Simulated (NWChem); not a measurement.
## Correlation energy of ethylamine (C2H7N)

```xyz
10

C      1.1899     0.4470     0.0113
C      0.0408    -0.5497    -0.1004
N     -1.2484     0.1290     0.0017
H      2.1650    -0.0508    -0.1121
H      1.0940     1.2331    -0.7539
H      1.1922     0.9402     0.9989
H      0.1907    -1.3575     0.6509
H      0.0857    -1.0440    -1.0869
H     -2.0130    -0.5374    -0.1092
H     -1.3597     0.5299     0.9348
```
Charge 0, spin multiplicity 1.

All runs are NWChem calculations. All single points use one geometry, from B3LYP/def2-SVP, a minimum by its harmonic frequencies. It is one conformer; others weren't searched.

Basis set: cc-pVDZ. Each correlation energy counts from its own Hartree-Fock reference.

The correlated methods keep 3 core orbitals frozen. Coupled-cluster values serve here as a point of comparison, not as the truth.

```
method        correlation energy (mHa)
------------  ------------------------
RI-MP2                          -469.2
MP2                             -469.3
SCS-MP2                         -470.5
CCSD                            -512.9
CCSD+T(CCSD)                         ?
CCSD(T)                              ?
CR-CCSD[T]                      -523.4
CR-CCSD(T)                      -523.2
```

Task: Complete the blanks.

Result: 
- CCSD+T(CCSD), correlation energy (mHa): -526.6
- CCSD(T), correlation energy (mHa): -526.3
